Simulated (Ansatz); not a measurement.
Saddle point of BH4F, closed shell (BH₂F ([BH2][F]) + H₂ → BH₃ + HF; bonds formed: B1–H6, F2–H5; bonds broken: B1–F2, H5–H6), PBE0-D4/def2-TZVP structure:

```
6
angstrom
B -0.3110 0.1111 -0.2313
F 1.3149 0.2017 -0.0971
H -0.5880 -0.5783 -1.1598
H -0.7778 1.1906 -0.0554
H 0.7013 -0.3458 0.6744
H -0.3395 -0.5791 0.8692
```

Energies are electronic, without zero-point energy. Barriers and step energies count from the start structure reached by relaxing down the imaginary mode; all methods use the PBE0-D4 structures, on which another method's saddle can fall below an end. Program: Ansatz 0.2.0. Basis: def2-TZVPP, with def2-QZVPP for the basis limit. Cores are frozen in the correlated methods. B3LYP uses VWN-RPA correlation. Extrapolation: Hartree–Fock as exp(−7.88 √X), correlation as X^−2.97.

| method | barrier (kcal/mol) | step energy (kcal/mol) |
| --- | --- | --- |
| SPW92 | 23.60 | 23.50 |
| PBE-D4 | ? | 26.77 |
| BLYP-D4 | 39.25 | 29.41 |
| r2SCAN-D4 | 36.21 | 27.60 |
| B97M-V | 40.32 | 27.80 |
| PBE0-D4 | 35.83 | 26.41 |
| B3LYP-D4 | 40.83 | 28.78 |
| r2SCAN0-D4 | 38.27 | 27.18 |
| BHLYP-D4 | ? | 28.48 |
| CAM-B3LYP-D4 | 40.09 | 28.16 |
| wB97X-V | 39.67 | 27.46 |
| wB97M-V | 39.50 | 27.23 |
| B2PLYP | 41.50 | 28.58 |
| PBE-QIDH | 38.91 | 26.77 |
| RPA on PBE | 41.88 | 28.01 |
| HF | 56.90 | 30.81 |
| MP2 | ? | 27.85 |
| CCSD | 43.63 | 27.50 |
| CCSD(T) | 41.63 | 27.44 |

(1) Fill in the withheld barriers. (Judge from chemistry; the value comes from the calculation.)

The T1 diagnostic stays at or below 0.013. The start structure is not quite a true minimum (one mode of 53i cm⁻¹).

## Answers

(1) Computed: BHLYP-D4 44.76; MP2 40.85; PBE-D4 32.69 kcal/mol. Each is the energy of the saddle less that of the start structure, by the same method.

For comparison, the barrier by CCSD(T) at an estimated basis limit (MP2 extrapolated from triple and quadruple zeta, plus CCSD(T) − MP2 in triple zeta) is 41.78 kcal/mol.

Labels in which every atom is bracketed show which atoms are joined, not bond orders.

For scale, one of the runs: CCSD(T)/def2-TZVPP, 118 basis functions, launched by `ansatz run in.yaml --threads 2 --pin off --events-out ev --progress --plain --max-ram 4352MiB`. The run took about 3.1 s on 2 CPU threads of an Arm Neoverse V2 (shared host).
